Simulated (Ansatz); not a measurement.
# CCl₃F: energies up the ladder, part 2 of 2

Wanted for CCl₃F: energies up the ladder.

Ansatz 0.2.0, Gaussian bases.

**7. Single point, B3LYP-D4/def2-TZVPP**

input.yaml

```yaml
crystal:
  periodic: [false, false, false]
  atoms:
    - { symbol: F, position_ang: [-0.00449129, -0.02588579, 1.58191998] }
    - { symbol: C, position_ang: [-0.00049651, -0.00392457, 0.24933015] }
    - { symbol: Cl, position_ang: [1.50748995, -0.71320985, -0.31659053] }
    - { symbol: Cl, position_ang: [-1.37422438, -0.93977196, -0.32896111] }
    - { symbol: Cl, position_ang: [-0.12972777, 1.66882217, -0.28225847] }
basis:
  gaussian: { orbitals: def2-TZVPP }
hamiltonian:
  xc: { name: B3LYP }
  dispersion: d4
```

On the command line:

```sh
$ ansatz run input.yaml --threads 4 --pin off --max-ram 10240MiB --backend cpu --events-out ev --progress --plain --runs-dir out
```

The log of the run:

```text
Warning: RAYON_NUM_THREADS=4 ignored (pool sized by the plan → 4); use --threads N
Engine: ansatz 0.2.0, x86_64-unknown-linux-gnu
Functional definition: B3LYP
  parameter a0 = 0.2
  parameter ax = 0.72
  parameter ac = 0.81
  exchange = (1 - a0 - ax)*slater_x + ax*b88_x + a0*exact_x
  correlation = (1 - ac)*vwn_rpa_c + ac*lyp_c
1275 factors; their error is unknown
mean field evaluation 1: about -41324.0682 eV, gradient 2.6e1 eV
mean field evaluation 2: about -41322.9274 eV, gradient 4.0e1 eV
mean field evaluation 4: about -41324.9909 eV, gradient 1.1e0 eV
mean field evaluation 8: about -41324.9926 eV, gradient 3.1e-2 eV
mean field evaluation 16: about -41325.0707 eV, gradient 3.7e-5 eV
mean field -41325.07065879 eV, -1518.6683355717 hartree, gradient 3.7e-5 eV, S^2 0.000000; 0 other end points of the search recorded, 0 dependent functions left out
reference -41325.07089825 eV, -1518.6683443717 hartree; 33, 33 occupied and 155, 155 virtual orbitals, 1275 factors
Total energy: -41325.35866034 eV, -1518.6789194335 hartree
```

It took 1.8 s on 4 threads of Intel Xeon at 2.70GHz, shared host; peak memory 0.43 GiB.

**8. Single point, wB97M-V/def2-TZVPP**

Edit input.yaml of step 7 so:

```diff
@@ -11,3 +11,2 @@
 hamiltonian:
-  xc: { name: B3LYP }
-  dispersion: d4
+  xc: { name: wB97M-V }
```

On the command line:

```sh
$ ansatz run input.yaml --threads 4 --pin off --max-ram 10240MiB --backend cpu --events-out ev --progress --plain --runs-dir out
```

The log of the run (excerpt; [...] marks lines left out):

```text
Warning: RAYON_NUM_THREADS=4 ignored (pool sized by the plan → 4); use --threads N
[...]
Functional definition: wB97M-V
[...]
  gx(w, u) = 1 - cx + cx01*u + cx10*w
  gss(w, u) = css00 + css04*u^4 + css10*w + css20*w^2 + css43*w^4*u^3
  gos(w, u) = cos00 + cos10*w + (cos20 + cos21*u)*w^2 + (cos60 + cos61*u)*w^6
[...]
      + integral(e_c_pw_mod_opposite_spin*gos(b97_w_opposite, b97_u_opposite)) + vv10(b, c)
1266 factors; their error is unknown
186 factors; integrals over basis functions are off by at most 3.1e-5 eV
[...]
mean field -41321.43760725 eV, -1518.5348233902 hartree, gradient 5.4e-5 eV, S^2 0.000000; 0 other end points of the search recorded, 0 dependent functions left out
reference -41321.43764058 eV, -1518.5348246148 hartree; 33, 33 occupied and 155, 155 virtual orbitals, 1266 factors
Total energy: -41321.43764058 eV, -1518.5348246148 hartree
```

Run time: 4.1 s. Hardware: 4 threads of Intel Xeon at 2.70GHz, shared host; peak memory 0.53 GiB.

**9. Single point, B2PLYP/def2-TZVPP**

Edit input.yaml of step 8 so:

```diff
@@ -11,2 +11,2 @@
 hamiltonian:
-  xc: { name: wB97M-V }
+  xc: { name: B2PLYP }
```

On the command line:

```sh
$ ansatz run input.yaml --threads 4 --pin off --max-ram 10240MiB --backend cpu --events-out ev --progress --plain --runs-dir out
```

The log of the run (excerpt; [...] marks lines left out):

```text
Warning: RAYON_NUM_THREADS=4 ignored (pool sized by the plan → 4); use --threads N
[...]
Functional definition: B2PLYP
[...]
1168 factors; integrals over basis functions are off by at most 8.0e-4 eV
[...]
mean field -41302.39063179 eV, -1517.8348599523 hartree, gradient 7.5e-6 eV, S^2 0.000000; 0 other end points of the search recorded, 0 dependent functions left out
17 core orbitals not correlated: weight in the atoms' cores, before any rotation towards them, 1.000 or more for the frozen orbitals, at most 0.000 for the correlated occupied ones
reference -41302.39078421 eV, -1517.8348655538 hartree; 16, 16 occupied and 155, 155 virtual orbitals, 1168 factors
second order -32.37804466 eV of doubles, -0.00000000 eV of singles
Total energy: -41311.13285627 eV, -1518.1561307763 hartree
```

It took 3.1 s on 4 threads of Intel Xeon at 2.70GHz, shared host; peak memory 0.43 GiB.

**10. Single point, LDA/def2-TZVPP**

Edit input.yaml of step 9 so:

```diff
@@ -11,2 +11,2 @@
 hamiltonian:
-  xc: { name: B2PLYP }
+  xc: lda
```

On the command line:

```sh
$ ansatz run input.yaml --threads 4 --pin off --max-ram 10240MiB --backend cpu --events-out ev --progress --plain --runs-dir out
```

The log of the run:

```text
Warning: RAYON_NUM_THREADS=4 ignored (pool sized by the plan → 4); use --threads N
[... 1 set-up line as earlier in the session ...]
Functional definition: SPW92
  exchange = slater_x
  correlation = pw_c
1218 factors; their error is unknown
mean field evaluation 1: about -41175.7013 eV, gradient 2.5e1 eV
mean field evaluation 2: about -41172.8664 eV, gradient 4.8e1 eV
mean field evaluation 4: about -41176.7637 eV, gradient 1.8e0 eV
mean field evaluation 8: about -41176.7374 eV, gradient 2.6e-1 eV
mean field evaluation 16: about -41176.7375 eV, gradient 2.4e-5 eV
mean field -41176.73750995 eV, -1513.2171928955 hartree, gradient 2.4e-5 eV, S^2 0.000000; 0 other end points of the search recorded, 0 dependent functions left out
reference -41176.73753916 eV, -1513.2171939690 hartree; 33, 33 occupied and 155, 155 virtual orbitals, 1218 factors
Total energy: -41176.73753916 eV, -1513.2171939690 hartree
```

Wall time 0.87 s (4 threads of Intel Xeon at 2.70GHz, shared host); peak memory 0.25 GiB.

**11. Single point, PBE0-D4/def2-SVP**

Edit input.yaml of step 10 so:

```diff
@@ -9,4 +9,5 @@
 basis:
-  gaussian: { orbitals: def2-TZVPP }
+  gaussian: { orbitals: def2-SVP }
 hamiltonian:
-  xc: lda
+  xc: pbe0
+  dispersion: d4
```

On the command line:

```sh
$ ansatz run input.yaml --threads 4 --pin off --max-ram 10240MiB --backend cpu --events-out ev --progress --plain --runs-dir out
```

The log of the run:

```text
Warning: RAYON_NUM_THREADS=4 ignored (pool sized by the plan → 4); use --threads N
[... 2 set-up lines as earlier in the session ...]
  parameter a = 0.25
[... 2 set-up lines as earlier in the session ...]
  exchange = (1 - a)*pbe_x(kappa = kappa, mu = beta*pi^2/3) + a*exact_x
[... 1 set-up line as earlier in the session ...]
763 factors; integrals over basis functions are off by at most 1.3e-3 eV
mean field evaluation 1: about -41289.1284 eV, gradient 2.5e1 eV
mean field evaluation 2: about -41287.2465 eV, gradient 4.2e1 eV
mean field evaluation 4: about -41290.2411 eV, gradient 1.2e0 eV
mean field evaluation 8: about -41290.4441 eV, gradient 6.6e-2 eV
mean field evaluation 16: about -41290.4441 eV, gradient 3.7e-5 eV
mean field -41290.44411176 eV, -1517.3958334388 hartree, gradient 3.7e-5 eV, S^2 0.000000; 0 other end points of the search recorded, 0 dependent functions left out
reference -41290.44412702 eV, -1517.3958339998 hartree; 33, 33 occupied and 49, 49 virtual orbitals, 763 factors
Total energy: -41290.58935267 eV, -1517.4011709439 hartree
```

Wall time 0.88 s (4 threads of Intel Xeon at 2.70GHz, shared host); peak memory 0.17 GiB.

**12. Single point, PBE-D4/def2-SVP**

Edit input.yaml of step 11 so:

```diff
@@ -11,3 +11,3 @@
 hamiltonian:
-  xc: pbe0
+  xc: pbe
   dispersion: d4
```

On the command line:

```sh
$ ansatz run input.yaml --threads 4 --pin off --max-ram 10240MiB --backend cpu --events-out ev --progress --plain --runs-dir out
```

The log of the run (excerpt; [...] marks lines left out):

```text
Warning: RAYON_NUM_THREADS=4 ignored (pool sized by the plan → 4); use --threads N
[... 6 set-up lines as earlier in the session ...]
891 factors; their error is unknown
mean field evaluation 1: about -41286.8868 eV, gradient 2.1e1 eV
mean field evaluation 2: about -41285.3933 eV, gradient 3.8e1 eV
mean field evaluation 4: about -41287.5478 eV, gradient 6.6e-1 eV
mean field evaluation 8: about -41287.4915 eV, gradient 2.8e-2 eV
mean field evaluation 16: about -41287.4915 eV, gradient 8.7e-6 eV
mean field -41287.49147306 eV, -1517.2873259682 hartree, gradient 8.7e-6 eV, S^2 0.000000; 0 other end points of the search recorded, 0 dependent functions left out
reference -41287.49149349 eV, -1517.2873267189 hartree; 33, 33 occupied and 49, 49 virtual orbitals, 891 factors
Total energy: -41287.66527522 eV, -1517.2937130795 hartree
```

Run time: 0.49 s. Hardware: 4 threads of Intel Xeon at 2.70GHz, shared host; peak memory 0.13 GiB.

**13. Single point, CCSD(T)/def2-TZVPP**

Edit input.yaml of step 12 so:

```diff
@@ -9,5 +9,4 @@
 basis:
-  gaussian: { orbitals: def2-SVP }
-hamiltonian:
-  xc: pbe
-  dispersion: d4
+  gaussian: { orbitals: def2-TZVPP }
+correlation:
+  method: ccsd_t
```

On the command line:

```sh
$ ansatz run input.yaml --threads 4 --pin off --max-ram 10240MiB --backend cpu --events-out ev --progress --plain --runs-dir out
```

The log of the run (excerpt; [...] marks lines left out):

```text
Warning: RAYON_NUM_THREADS=4 ignored (pool sized by the plan → 4); use --threads N
[...]
Functional definition: HF
[...]
1168 factors; integrals over basis functions are off by at most 8.0e-4 eV
[...]
mean field -41248.86234012 eV, -1515.8677315162 hartree, gradient 1.9e-6 eV, S^2 0.000000; 0 other end points of the search recorded, 0 dependent functions left out
17 core orbitals not correlated: weight in the atoms' cores, before any rotation towards them, 1.000 or more for the frozen orbitals, at most 0.000 for the correlated occupied ones
reference -41248.86234012 eV, -1515.8677315162 hartree; 16, 16 occupied and 155, 155 virtual orbitals, 1168 factors
second order -26.68857116 eV of doubles, -0.00000000 eV of singles
cycle   1  -27.06244860 eV  change   -3.7e-1 eV  update   1.1e-1
[...]
cycle   9  -27.80736707 eV  change   -1.9e-5 eV  update   1.7e-5
perturbative correction -1.21094585 eV, -0.0445014391 hartree
Total energy: -41277.88065303 eV, -1516.9341348464 hartree
```

Run time: 13 s. Hardware: 4 threads of Intel Xeon at 2.70GHz, shared host; peak memory 1.3 GiB.

**14. Single point, MP2/def2-QZVPP**

Edit input.yaml of step 13 so:

```diff
@@ -9,4 +9,4 @@
 basis:
-  gaussian: { orbitals: def2-TZVPP }
+  gaussian: { orbitals: def2-QZVPP.json }
 correlation:
-  method: ccsd_t
+  method: mp2
```

On the command line:

```sh
$ ansatz run input.yaml --threads 4 --pin off --max-ram 10240MiB --backend cpu --events-out ev --progress --plain --runs-dir out
```

The log of the run:

```text
Warning: RAYON_NUM_THREADS=4 ignored (pool sized by the plan → 4); use --threads N
[... 2 set-up lines as earlier in the session ...]
  exchange = exact_x
  correlation = 0
1975 factors; integrals over basis functions are off by at most 6.6e-4 eV
mean field evaluation 1: about -41246.2594 eV, gradient 3.9e1 eV
mean field evaluation 2: about -41246.4836 eV, gradient 3.9e1 eV
mean field evaluation 4: about -41249.9859 eV, gradient 3.5e0 eV
mean field evaluation 8: about -41250.0593 eV, gradient 3.8e-1 eV
mean field evaluation 16: about -41250.0599 eV, gradient 2.4e-6 eV
mean field -41250.05985002 eV, -1515.9117391934 hartree, gradient 2.4e-6 eV, S^2 0.000000; 0 other end points of the search recorded, 0 dependent functions left out
17 core orbitals not correlated: weight in the atoms' cores, before any rotation towards them, 1.000 or more for the frozen orbitals, at most 0.000 for the correlated occupied ones
reference -41250.05985002 eV, -1515.9117391934 hartree; 16, 16 occupied and 291, 291 virtual orbitals, 1975 factors
second order -29.27281203 eV of doubles, -0.00000000 eV of singles
Total energy: -41279.33266204 eV, -1516.9874951935 hartree
```

Run time: 7.7 s. Hardware: 4 threads of Intel Xeon at 2.70GHz, shared host; peak memory 1.3 GiB.

**15. Extrapolation to the basis-set limit**

CCSD(T)/CBS estimate, frozen core: MP2 correlation extrapolated, CCSD(T) less MP2 from the smaller set, from def2-TZVPP and def2-QZVPP: mean field -41250.2248 eV, total -41283.7416 eV. The exponents are 7.88 (mean field) and 2.97 (correlation).

**16. The levels compared**

```tsv
level	F1–C2 (Å)	C2–Cl3 (Å)	C2–Cl4 (Å)	rotational constants (MHz)	dipole (D)	highest frequency (cm⁻¹)	CPU time
PBE0-D4/def2-TZVPP	1.3328	1.7599	1.7599	2472.1, 2472.1, 1729.6	0.36	1119	57 s
```

Constants are for the commonest isotopes at the equilibrium geometry; times are CPU times of the relaxations.

**17. Total energies**

```tsv
level	energy (eV)	CPU time
PBE-D4/def2-TZVPP	-41305.3529	3.6 s
r2SCAN-D4/def2-TZVPP	-41320.0220	7.1 s
B3LYP-D4/def2-TZVPP	-41325.3587	5.8 s
wB97M-V/def2-TZVPP	-41321.4376	15 s
B2PLYP/def2-TZVPP	-41311.1329	10 s
LDA/def2-TZVPP	-41176.7375	2.5 s
PBE0-D4/def2-SVP	-41290.5894	2.8 s
PBE-D4/def2-SVP	-41287.6653	1.4 s
CCSD(T)/def2-TZVPP	-41277.8807	48 s
MP2/def2-QZVPP	-41279.3327	28 s
CCSD(T)/CBS	-41283.7416	-
```

**18. Summary of results**

The summary covers parts 1 to 2.

| quantity | value |
| --- | --- |
| F1–C2 at PBE0-D4/def2-TZVPP | 1.333 Å |
| C2–Cl3 at PBE0-D4/def2-TZVPP | 1.760 Å |
| C2–Cl4 at PBE0-D4/def2-TZVPP | 1.760 Å |
| frequencies at PBE0-D4/def2-TZVPP | 244 to 1119 cm⁻¹ |
| energy at CCSD(T)/CBS | -41283.742 eV |

In words: A measured dipole moment of CCl3F is 0.46 D (NIST CCCBDB Release 22 (SRD 101), experimental dipoles); the calculated 0.36 D misses it by -20.9 %. That is PBE0-D4/def2-TZVPP. No mode is imaginary, so the geometry is a minimum. These totals serve in differences with atoms or fragments at the same level; alone they don't rank the methods.
